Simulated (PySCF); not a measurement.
Structure with atom numbers: `[CH3:1][C:2]([F:3])([F:4])[Cl:5]`. Hydrogens are named by the atom that carries them.

Geometry: PBE0-D3(BJ)/def2-TZVP; GIAO absolute shieldings from PySCF 2.14.0 with density-fitted response routines, gas phase, non-relativistic, averaged over equivalent atoms.

At PBE0/pcSseg-2 (229 basis functions, 17 s wall time on 1 thread of an Intel Xeon 6975P-C, shared host):
```json
{"atoms": "C2", "σ (ppm)": "42.5"}
{"atoms": "C1", "σ (ppm)": "154.3"}
{"atoms": "F3/F4", "σ (ppm)": "230.0"}
{"atoms": "Cl5", "σ (ppm)": "591.0"}
{"atoms": "H(C1)", "σ (ppm)": "29.57"}
```

Predict the values at wB97X-D/pcSseg-2 on the same geometry.

Results:


```csv
atoms,σ at wB97X-D/pcSseg-2,change
C2,43.0,+0.5
C1,154.0,-0.3
F3/F4,235.7,+5.7
Cl5,585.0,-6.0
H(C1),29.68,+0.11
```

The largest change is at Cl5 (chlorine bonded to C). Cost: 229 basis functions, 17 s wall time on 1 thread of an Intel Xeon 6975P-C, shared host.

Carbons that carry Cl, above all several Cl atoms, come out too deshielded, partly because spin–orbit coupling is missing.
